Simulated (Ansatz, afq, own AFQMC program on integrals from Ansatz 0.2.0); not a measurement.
**AFQMC, coupled cluster and functionals along a coordinate of CH2Al, doublet**

```xyz
4

Al    0.0000    0.0000    0.7050
C     0.0000    0.0000   -1.2658
H     0.0000   -0.8961   -1.8941
H     0.0000    0.8961   -1.8941
```

The Al1–C2 distance is changed with both sides rigid. Energies in eV count from this geometry (1.971 Å) at the same level; the start stands on UHF, each point on the determinant named.

Basis cc-pVDZ. Noble-gas cores (and the filled d shells of Ga–Kr and In–Xe) are frozen. Ansatz 0.2.0 and our own AFQMC program on the same integrals; the CISD trial comes from CCSD amplitudes, and released means the phaseless constraint is let go. Uncertainties: one standard error, sampling alone.

Cautions, each for one point or more: an unrestricted solution with more broken spin lies lower; higher spins were not checked; raised T1 diagnostic; strong correlation; the determinant is a saddle point among determinants of its kind; the ph-AFQMC/CISD walk drifts between its halves; unrestricted determinant slightly spin contaminated; unrestricted determinant spin contaminated; walk and cluster series may follow different spin states.

```tsv
r(Al1–C2) / Å	det.	T1	weight	⟨S²⟩	CCSD	r2SCAN	CCSD(T)
1.761	UHF	0.050	0.84	0.85	0.514	0.462	0.517
2.216	UHF	0.021	0.87	0.77	0.215	0.231	0.207
2.658	UHF	0.039	0.84	0.87	1.246	1.248	1.218
3.652	UHF¶	0.050	0.83	1.66	3.071	3.042§	3.086
5.446	UHF†¶	0.011	0.89	1.78	3.398	–	3.463
```

Task: Estimate the curve of phaseless AFQMC with a CISD trial, counted from the same start.

Result: 
| r(Al1–C2) / Å | det. | T1 | weight | ⟨S²⟩ | ph-AFQMC/CISD | released AFQMC | CCSDT(Q) |
| --- | --- | --- | --- | --- | --- | --- | --- |
| 1.761 | UHF | 0.050 | 0.84 | 0.85 | 0.525 ± 0.015 | 0.516 ± 0.018* | – |
| 2.216 | UHF | 0.021 | 0.87 | 0.77 | 0.205 ± 0.015 | 0.195 ± 0.017* | 0.202 |
| 2.658 | UHF | 0.039 | 0.84 | 0.87 | 1.214 ± 0.022 | 1.199 ± 0.030* | 1.194 |
| 3.652 | UHF¶ | 0.050 | 0.83 | 1.66 | 2.994 ± 0.022 | 2.960 ± 0.028* | 2.972 |
| 5.446 | UHF†¶ | 0.011 | 0.89 | 1.78 | 3.492 ± 0.014 | 3.494 ± 0.015* | 3.472 |

Weight is that of the determinant in the CISD state; at the start T1 is 0.014 and the weight 0.88, and ⟨S²⟩ is 0.76. ¶ marks points with a poor determinant and no full CI, where no value is sure; they don't count among the departures. An asterisk marks released energies that aren't shown to be converged. A dagger marks points whose determinant fills other symmetries than the start's, so the wave-function levels may follow another state there, or a degenerate partner. Symmetry can't show for every point that it stays on the start's state. A dash marks a missing value, a released energy that hasn't settled or a functional that sits on another state. § marks a functional whose ⟨S²⟩ is too high by over 0.1. Largest departures from phaseless AFQMC with a CISD trial: CCSD(T) -0.008 eV at 1.761 (on UHF) (within the noise), CCSDT(Q) -0.020 eV at 2.658 (on UHF) (within the noise), CCSD 0.032 eV at 2.658 (on UHF) (within the noise). The walk's constraint bias lies outside its error bars, so these are departures and not errors. The functionals aren't scored here. In this small basis the wave-function levels are far from their limit, so their gap to the functionals isn't the functionals' error.

CCSDT and higher add their correlation energy to the determinant of the CCSD(T) run, since their own runs factorise the integrals more tightly (a shift of under 2 meV). A walk keeps the symmetry of its determinant, which the program's search chose and which needn't be the lowest solution, so a lower state of the same spin and another symmetry isn't excluded.
